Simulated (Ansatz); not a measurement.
A single point on C₄H₁₂Si (`CC[SiH2]CC`).

```yaml
crystal:
  periodic: [false, false, false]
  atoms:
    - {symbol: C, position_ang: [0.158763, 0.702066, -2.019726]}
    - {symbol: C, position_ang: [0.973562, 0.973491, -0.758311]}
    - {symbol: Si, position_ang: [1.125391, -0.516558, 0.376664]}
    - {symbol: C, position_ang: [-0.558519, -1.164855, 0.901661]}
    - {symbol: C, position_ang: [-1.423903, -0.123013, 1.604808]}
    - {symbol: H, position_ang: [0.110240, 1.581265, -2.667465]}
    - {symbol: H, position_ang: [0.590847, -0.113366, -2.606254]}
    - {symbol: H, position_ang: [-0.869554, 0.418346, -1.779931]}
    - {symbol: H, position_ang: [1.985047, 1.301664, -1.021169]}
    - {symbol: H, position_ang: [0.531847, 1.799141, -0.189352]}
    - {symbol: H, position_ang: [1.906720, -0.135029, 1.590271]}
    - {symbol: H, position_ang: [1.873048, -1.599181, -0.328899]}
    - {symbol: H, position_ang: [-1.072771, -1.552144, 0.015050]}
    - {symbol: H, position_ang: [-0.398378, -2.030274, 1.553809]}
    - {symbol: H, position_ang: [-2.385329, -0.539116, 1.916945]}
    - {symbol: H, position_ang: [-1.635161, 0.729126, 0.953147]}
    - {symbol: H, position_ang: [-0.930548, 0.268038, 2.498854]}
basis:
  gaussian: {orbitals: def2-TZVPP}
hamiltonian: {xc: pbe}
correlation: {method: rpa}
```

```sh
$ ansatz run in.yaml --threads 4 --pin off --events-out ev --progress --plain --max-ram 11315MiB
```

It prints (some lines left out):

```
Functional definition: PBE
1895 factors; integrals over basis functions are off by at most 9.6e-4 eV
mean field evaluation 1: about -12190.8094 eV, gradient 9.7e1 eV
mean field evaluation 2: about -12190.7924 eV, gradient 9.7e1 eV
mean field evaluation 4: about -12212.4149 eV, gradient 1.7e1 eV
mean field evaluation 8: about -12213.2353 eV, gradient 5.6e-1 eV
mean field evaluation 16: about -12213.2360 eV, gradient 7.4e-5 eV
mean field -12213.23597183 eV, -448.8281435362 hartree, gradient 6.7e-6 eV, S^2 0.000000; 0 other end points of the search recorded, 0 dependent functions left out
9 core orbitals not correlated: weight in the atoms' cores, before any rotation towards them, 1.000 or more for the frozen orbitals, at most 0.000 for the correlated occupied ones
reference -12174.88048461 eV, -447.4186053792 hartree; 16, 16 occupied and 309, 309 virtual orbitals, 1895 factors
Total energy: -12215.05546578 eV, -448.8950087055 hartree
```

Run time 9.5 s (4 threads of an Arm Neoverse V2 on a shared host); peak host memory 1.1 GiB.
